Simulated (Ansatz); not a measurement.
Species: BCl$_{2}$, charge 0, doublet. BCl2 (SMILES [B](Cl)Cl, doublet).
B3LYP-D3(BJ)/def2-TZVP minimum from Ansatz (a program for electronic structure):
```xyz
3

B     -0.0053     0.6863    -0.0382
Cl     1.5376    -0.0889     0.0100
Cl    -1.5361    -0.1130     0.0012
```
Charge 0, spin multiplicity 2.

Total energies in cc-pV(D+d)Z, 17 correlated electrons, 11 frozen orbitals. Radicals and triplets start from unrestricted determinants; spin-orbit coupling is neglected. Correlated methods leave the cores frozen. No relativity.

```tsv
method	program	energy (Eh)	minus CCSDT(Q) (mEh)
HF	Ansatz	-943.71783	377.72
MP2	Ansatz	-944.05238	43.16
CCSD	Ansatz	-944.08301	12.54
CCSD(T)	Ansatz	-944.09371	1.83
CCSDT(Q)	Ansatz	-944.09555	0.00
```

Rough core times of Ansatz's runs on a shared machine: CCSD(T) 20 s, CCSDT(Q) 4 min.
